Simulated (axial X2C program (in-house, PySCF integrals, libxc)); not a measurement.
Testing model relations on C₂⁻

A bond curve at the PBE0 level, two-component, was computed with an in-house relativistic program for diatomic molecules (basis C dyall-av3z [8s7p3d2f] (cores contracted in-house)) for the state Ω = 1/2 (⟨Sz⟩ = 0.50, ⟨Lz⟩ = 0.00 at PBE0). Its fit gives Re = 1.2583 Å, ωe = 1857.0 cm⁻¹, ωexe = 10.7 cm⁻¹ and αe = 1.545e-02 cm⁻¹; the masses are 12.0000 and 12.0000 u. Two-component means X2C with spin–orbit coupling and atomic mean-field Coulomb and Gaunt terms.

Task: Find the reduced mass, Be and the force constant.

Result: From the PBE0 values: μ = 6.0000 u. Be = 16.8576/(μ Re²) = 1.775 cm⁻¹. k = 5.8918×10⁻⁷ μ ωe² = 12.2 mdyn/Å.

Task: Estimate the centrifugal constant by the Kratzer relation.

Result: D = 4Be³/ωe² = 6.48e-06 cm⁻¹.

Task: Where do the fundamental and the first overtone lie?

Result: ν(1←0) = ωe − 2ωexe = 1835.6 cm⁻¹; ν(2←0) = 2ωe − 6ωexe = 3649.8 cm⁻¹.

Task: A Morse curve ties αe to the other constants (Pekeris). How well does that hold?

Result: αe(Morse) = 6Be²/ωe × (√(ωexe/Be) − 1) = 1.481e-02 cm⁻¹; the PBE0 curve gives 1.545e-02 cm⁻¹, a ratio of 0.96.

Task: Estimate De from a Morse curve and compare with the computed well depth of 8.148 eV to C- + C.

Result: De(Morse) = ωe²/(4ωexe) = 9.990 eV against 8.148 eV computed, a ratio of 1.23. The extrapolation overshoots: the well softens faster than a Morse curve, or the lowest atomic limit lies below the one to which the curve heads.

The state is one determinant whose occupation by symmetry is held fixed; it was picked as the lowest of a PBE0 search that is not exhaustive. Dissociation energies refer to the lowest single-determinant-based atoms at the same level and basis. Density functionals use the spin component along the axis (collinear). In 2c an atomic determinant is not the ground J level, so De misses part of the atomic spin–orbit lowering. This holds for PBE0. PBE0 can misorder states that lie within some tenths of an eV, so this need not be the ground state of the molecule. The nearest other 2c determinant of the search, Ω = 3/2, lies 0.47 eV up at the distance of the search. Without a current term, density functionals place determinants with orbital angular momentum somewhat too high.
